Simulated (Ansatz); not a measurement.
# C₂H₅FOS: a ladder of functionals and wavefunction methods

One table from this session's results is given with a row withheld; the runs are named, their logs left out.

Method: functionals in def2-TZVPP, the program's frozen cores in correlated methods; program: Ansatz 0.2.0, Gaussian basis.

Levels to be run: LDA (SPW92), PBE-D4, revPBE-D4, BLYP-D4, r2SCAN-D4, B97M-V, PBE0-D4, B3LYP-D4, r2SCANh-D4, r2SCAN0-D4, HSE06-D4, BHLYP-D4, CAM-B3LYP-D4, LC-ωPBE, ωB97X-V, ωB97M-V, B2PLYP, PBE-QIDH; CCSD(T)/def2-SVP; CCSD(T)/def2-TZVPP; MP2/def2-QZVPP; extrapolation to the limit; RPA on PBE.

**The geometry**

The geometry comes from an earlier relaxation with PBE0-D4 in a triple-zeta def2 set; it is a stationary point, not always the lowest conformer.

10 atoms, charge 0, spin multiplicity 1.

Atoms are counted from 1 here; the program's logs count them from 0.

Bond lengths: F1–C2 1.382 Å, C2–O3 1.367 Å, C2–H6 1.091 Å, C2–H7 1.099 Å, O3–C4 1.414 Å, C4–S5 1.788 Å, C4–H8 1.097 Å, C4–H9 1.091 Å, S5–H10 1.342 Å. Angles: F1–C2–O3 111.3°, F1–C2–H6 107.9°, F1–C2–H7 106.4°, O3–C2–H6 107.4°, O3–C2–H7 112.0°, H6–C2–H7 111.8°, C2–O3–C4 113.7°, O3–C4–S5 111.0°, O3–C4–H8 110.2°, O3–C4–H9 110.6°, S5–C4–H8 105.9°, S5–C4–H9 110.3°, H8–C4–H9 108.7°, C4–S5–H10 96.4°.

Set-up of the first run:

File in.yaml:

```yaml
crystal:
  periodic: [false, false, false]
  atoms:
    - {symbol: F, position_ang: [-1.554067, 0.235074, 1.443313]}
    - {symbol: C, position_ang: [-0.893590, 1.047648, 0.541785]}
    - {symbol: O, position_ang: [0.354649, 0.565280, 0.260352]}
    - {symbol: C, position_ang: [0.345928, -0.618835, -0.513151]}
    - {symbol: S, position_ang: [1.987709, -1.012641, -1.102962]}
    - {symbol: H, position_ang: [-0.767473, 2.027922, 1.003184]}
    - {symbol: H, position_ang: [-1.528200, 1.096499, -0.353707]}
    - {symbol: H, position_ang: [-0.270354, -0.481730, -1.410290]}
    - {symbol: H, position_ang: [-0.057496, -1.451566, 0.065299]}
    - {symbol: H, position_ang: [2.465993, -1.458650, 0.069176]}
basis:
  gaussian: {orbitals: def2-TZVPP}
hamiltonian: {xc: lda}
output: {orbitals: {seedname: orbitals}}
```

Steps of the session up to this table: LDA; PBE-D4 (GGA); revPBE-D4 (GGA); BLYP-D4 (GGA); r2SCAN-D4 (meta-GGA); B97M-V (meta-GGA); PBE0-D4 (hybrid); B3LYP-D4 (hybrid); r2SCANh-D4 (hybrid); r2SCAN0-D4 (hybrid); HSE06-D4 (hybrid); BHLYP-D4 (hybrid); CAM-B3LYP-D4 (range-separated); LC-ωPBE (range-separated); ωB97X-V (range-separated); ωB97M-V (range-separated); B2PLYP (double hybrid); PBE-QIDH (double hybrid).

One of the session's tables, all rows but one given; the rest of the session is left out.

It belongs to the step «Orbital energies across the functionals». 

| functional | HOMO (eV) | LUMO (eV) | gap (eV) |
| --- | --- | --- | --- |
| LDA (SPW92) | -6.24 | -0.78 | 5.46 |
| PBE-D4 | -6.11 | -0.61 | 5.50 |
| revPBE-D4 | -6.05 | -0.53 | 5.52 |
| BLYP-D4 | -5.95 | -0.55 | 5.40 |
| r2SCAN-D4 | -6.38 | -0.24 | 6.14 |
| B97M-V | -6.47 | -0.39 | 6.08 |
| PBE0-D4 | -7.36 | 0.36 | 7.73 |
| B3LYP-D4 | -7.12 | 0.06 | 7.17 |
| r2SCANh-D4 | -6.84 | 0.11 | 6.95 |
| r2SCAN0-D4 | -7.54 | 0.62 | 8.16 |
| HSE06-D4 | -6.96 | -0.02 | 6.94 |
| BHLYP-D4 | -8.48 | 1.22 | 9.71 |
| CAM-B3LYP-D4 | -8.73 | 1.35 | 10.08 |
| LC-ωPBE | -10.17 | 2.65 | 12.82 |
| ωB97X-V | ? | ? | ? |
| ωB97M-V | -9.62 | 2.17 | 11.79 |

**Question.** Estimate the row for ωB97X-V.

As computed: HOMO (eV): -9.78; LUMO (eV): 2.47; gap (eV): 12.25. In the column «HOMO (eV)» it lies between LC-ωPBE (-10.17) and ωB97M-V (-9.62).
